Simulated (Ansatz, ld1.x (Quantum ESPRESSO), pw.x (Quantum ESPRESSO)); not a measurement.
## What a changed setting does to a pw.x run (diamond C)

Potential: norm-conserving Troullier–Martins (Kleinman–Bylander form), ld1.x (Quantum ESPRESSO) 7.5, LDA (PW92); core [He], reference 2s1.75 2p2.25; waves: 2p (bound): rc 1.80 bohr; 3d channel at 0.05 Ry: rc 2.42 bohr; 2s (bound): rc 0.95 bohr; local part: the s channel; core correction: Bessel-smoothed model core inside 0.80 bohr.

The reference run (k-mesh 13³, cutoffs 110/440 Ry, Fermi–Dirac 0.01 Ry, mixing_beta 0.4, conv_thr 1e-9, no spin) gives -6.31 GPa at 5.505 Å³/atom, where all-electron LAPW gives 0.26 GPa. This run, with its own iteration cap, changes k-mesh points per axis to 20.

```
&control
  calculation='scf', prefix='x', pseudo_dir='./', outdir='./tmp', tstress=.true., disk_io='none'
/
&system
  ibrav=0, nat=2, ntyp=1, ecutwfc=110, ecutrho=440, nbnd=11,
  occupations='smearing', smearing='fd', degauss=0.01
/
&electrons
  conv_thr=1e-09, mixing_beta=0.4, electron_maxstep=50
/
ATOMIC_SPECIES
C 1.0 C.UPF
CELL_PARAMETERS angstrom
  0.00000000 1.76570891 1.76570891
  1.76570891 0.00000000 1.76570891
  1.76570891 1.76570891 0.00000000
ATOMIC_POSITIONS crystal
C 0.0000 0.0000 0.0000
C 0.2500 0.2500 0.2500
K_POINTS automatic
20 20 20 0 0 0
```

```bash
pw.x < C.scf.in > C.scf.out
```

Task: How does the run end?

Result: It converges in 7 iterations; the free energy moves by +0.0 meV/atom and the pressure by +0.00 GPa. The result is that of the reference run.

```
Message from routine setup:
     using ibrav=0 with symmetry is DISCOURAGED, use correct ibrav instead
     lattice parameter (alat)  =       4.7188  a.u.
     unit-cell volume          =      74.2992 (a.u.)^3
     number of electrons       =         8.00
     number of Kohn-Sham states=           11
     kinetic-energy cutoff     =     110.0000  Ry
     charge density cutoff     =     440.0000  Ry
     scf convergence threshold =      1.0E-09
     Exchange-correlation= PW
     number of k points=   256  Fermi-Dirac smearing, width (Ry)=  0.0100
     iteration #  1     ecut=   110.00 Ry     beta= 0.40
     total energy              =     -23.86561348 Ry
     estimated scf accuracy    <       0.13781673 Ry
     iteration #  2     ecut=   110.00 Ry     beta= 0.40
     total energy              =     -23.85209577 Ry
     estimated scf accuracy    <       0.03348508 Ry
     iteration #  3     ecut=   110.00 Ry     beta= 0.40
     total energy              =     -23.85542986 Ry
     estimated scf accuracy    <       0.00025760 Ry
     iteration #  4     ecut=   110.00 Ry     beta= 0.40
     total energy              =     -23.85545203 Ry
     estimated scf accuracy    <       0.00001145 Ry
     iteration #  5     ecut=   110.00 Ry     beta= 0.40
     total energy              =     -23.85545368 Ry
     estimated scf accuracy    <       0.00000014 Ry
     iteration #  6     ecut=   110.00 Ry     beta= 0.40
     total energy              =     -23.85545369 Ry
     estimated scf accuracy    <       0.00000003 Ry
     iteration #  7     ecut=   110.00 Ry     beta= 0.40
     the Fermi energy is    15.6735 ev
!    total energy              =     -23.85545369 Ry
     estimated scf accuracy    <          4.9E-11 Ry
     smearing contrib. (-TS)   =      -0.00000000 Ry
     The total energy is F=E-TS. E is the sum of the following terms:
     one-electron contribution =       8.49295105 Ry
     hartree contribution      =       1.86070597 Ry
     xc contribution           =      -8.37861737 Ry
     ewald contribution        =     -25.83049334 Ry
     convergence has been achieved in   7 iterations
          total   stress  (Ry/bohr**3)                   (kbar)     P=      -63.09
     Message from routine punch:
     Nothing written, as per user request (disk_io='none')
```

The run took about 28 s on one core of a shared host (Neoverse-V1, 32 threads, 247 GiB, load 14).
